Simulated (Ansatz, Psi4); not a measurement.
**Exact exchange and the HOMO–LUMO gap of [NO3]− (nitrate)**

[NO3]−: 4 atoms, total charge -1, spin state singlet. As SMILES, `O=[N+]([O-])[O-]`. The shape is that of a PBE0-D4/def2-TZVPD optimisation.

The HOMO–LUMO gap y, in eV, basis aug-cc-pVDZ; a is the functional's share of exact exchange. Programs: Ansatz 0.2.0, Psi4 1.11.

```
functional  program     a  y (eV)
    r2SCAN     Psi4     0    4.04
      TPSS     Psi4     0    3.72
     B3LYP     Psi4   0.2    5.72
      PBE0     Psi4  0.25       ?
   r2SCAN0   Ansatz  0.25    6.71
     BHLYP     Psi4   0.5    8.80
```

Question: Fit y = c + s·a to the known rows and predict PBE0.

Answer: 
1. Means of the 5 rows: a = 0.1900, y = 5.798.
2. Σ(Δa)² = 0.172, Σ(Δa·Δy) = 1.7134, so the slope is 1.7134/0.172 = 9.9616.
3. Intercept: 5.798 − (9.9616) × 0.1900 = 3.905. The largest residual of the fit is 0.31.
4. PBE0: 3.905 + (9.9616) × 0.25 = 6.40 eV.

The run gave 6.30 eV, so the prediction is off by +0.10 eV, within the largest residual. Exact exchange lowers occupied levels and raises empty ones. The rows mix families of semi-local functionals, which the line can't see.
